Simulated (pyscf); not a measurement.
This saddle point was located with ωB97X-D3(BJ)/def2-SVP in PySCF.

```xyz
6

O      2.4374     1.5005     0.0495
Si     1.0435     1.0475    -0.3447
O      0.1990    -0.3030     0.5957
O     -0.2577     1.0187    -1.2179
H      0.5461    -1.1975     0.7256
H     -0.4627    -0.0657    -0.2751
```
Charge 0, spin multiplicity 1.

Surface: singlet, charge 0. Lowest wavenumbers (cm⁻¹): 1101i, 300, 320, 427, 521.

### Question
Name the species on either side of this saddle.

### Answer
O=Si(OH)–OH <-> O=Si=O + water (H₂O), an elimination read from left to right: O–Si, H–O broken and H–O formed. At CCSD(T)/def2-TZVPP + ΔMP2(QZVPP) it lies +56.0 kcal/mol from the left side and -15.2 kcal/mol from the right (each side as separated species at their lowest minima found). On the reactant side the descent ends in a point that may be a rotor saddle (no frequency run), 1.3 kcal/mol over the lowest minimum found and 54.8 kcal/mol under the saddle at ωB97X-D3(BJ)/def2-TZVP. On the product side the descent ends in an adduct with a O–Si contact, 28.5 kcal/mol under the separated species and 8.4 kcal/mol under the saddle at ωB97X-D3(BJ)/def2-TZVP. At CCSD(T) the saddle lies under the separated products, which points to a path from their complex (located at ωB97X-D3(BJ) alone), and parting the products costs more than the saddle. What is counted as broken (O–Si) persists as a longer contact in the product adduct; parting that adduct is a step of its own. The same reactants have a lower exit, to O=Si(OH)–OH (barrier +44.2 kcal/mol at ωB97M-D3(BJ)/def2-TZVP, against +54.9 kcal/mol here). One saddle was located; it need not be the lowest between these sides. The CCSD(T) − MP2 part came from Ansatz, without density fitting, on the same reference.
